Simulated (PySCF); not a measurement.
Quadrupolar nuclei of methyl propyl disulfide in NMR

Compound: methyl propyl disulfide, C4H10S2.
Numbering: `[CH3:1][CH2:2][CH2:3][S:4][S:5][CH3:6]` (hydrogens: H7, H8, H9 on C1; H10, H11 on C2; H12, H13 on C3; H14, H15, H16 on C6)

Structure used (PBE0-D3(BJ)/def2-SVP), in Å, numbered top down from 1:
```
atom  x, y, z in Å
C1     2.578   -0.126    0.231
C2     1.280   -0.496   -0.470
C3     0.303    0.664   -0.538
S4    -1.266    0.277   -1.377
S5    -2.128   -1.094   -0.104
C6    -3.008   -0.026    1.066
H7     2.397    0.200    1.268
H8     3.268   -0.982    0.269
H9     3.098    0.696   -0.287
H10    0.789   -1.331    0.058
H11    1.481   -0.852   -1.494
H12    0.715    1.502   -1.128
H13    0.080    1.063    0.466
H14   -3.742    0.602    0.542
H15   -3.534   -0.698    1.761
H16   -2.312    0.603    1.638
```

Computed at PBE0/pcSseg-1 (PySCF, non-relativistic):

| atom | environment | nucleus | spin I | Q (b) | CQ = χzz (MHz) | η |
| --- | --- | --- | --- | --- | --- | --- |
| S4 | disulfide sulfur | 33S | 3/2 | -0.0678 | 50.742 | 0.673 |
| S5 | disulfide sulfur | 33S | 3/2 | -0.0678 | 51.456 | 0.638 |

Recover the principal values of the field gradient from CQ = 234.96 MHz × Q × Vzz, η = (Vxx − Vyy)/Vzz and a zero trace.

The tensor is traceless, so η fixes the two smaller values:

```
atom  Vxx (au)  Vyy (au)  Vzz (au)  Vzz (10²¹ V/m²)
  S4     0.520     2.665    -3.185           -30.95
  S5     0.584     2.646    -3.230           -31.39
```

Give the quadrupolar product PQ = |CQ|√(1 + η²/3), the quadrupolar frequency νQ = 3|CQ|/[2I(2I − 1)] and the Larmor frequency ν0 = |g| × 7.62259 MHz/T × B at 28.2 T, with g(33S) = 0.42921.

```tsv
atom	PQ (MHz)	νQ (MHz)	ν0 (MHz)	νQ/ν0
S4	54.44	25.37	92.26	0.275
S5	54.84	25.73	92.26	0.279
```

For S4: PQ = 50.74 × 1.0729, νQ = 50.74 × 0.5000, ν0 = 3.2717 MHz/T × 28.2 T.

Quadrupolar 1/T1 and linewidth for τc = 2 ps (extreme narrowing, isotropic tumbling)?

Rate = (3π²/10) PQ² τc (2I + 3)/[I²(2I − 1)], the same for T1 and T2; width = rate/π.

```tsv
site	spin factor (2I + 3)/[I²(2I − 1)]	1/T1 (s⁻¹)	T1 (ms)	linewidth (Hz)
33S at S4	1.333	23400	0.0427	7450
33S at S5	1.333	23700	0.0421	7560
```

Geometry: PBE0-D3(BJ)/def2-SVP, one conformer, isolated molecule. The small basis limits the accuracy of the gradients.
